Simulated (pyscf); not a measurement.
Optimised with ωB97X-D3(BJ)/def2-SVP in PySCF.

Question: How much does it cost (ΔH, 298 K, ωB97M-D3(BJ)/def2-TZVP) to split O=TaH=O (SMILES [O]=[TaH]=[O]) at its H–Ta bond into [O=Ta=O]• + H•?

Answer: H–Ta to [O=Ta=O]• + H•: 70.7 kcal/mol. The 7 functionals that were run give +65.1 (M06-2X) to +71.8 kcal/mol (ωB97X-D3(BJ)/def2-TZVP). The radicals are drawn with the spin at the cut bond; how far it spreads was not checked. Open-shell species with a d-block atom are single-reference here; other states, and whether the spin sits on metal or ligand, were not checked. Elements past Kr carry the def2 core potentials, without spin-orbit coupling.
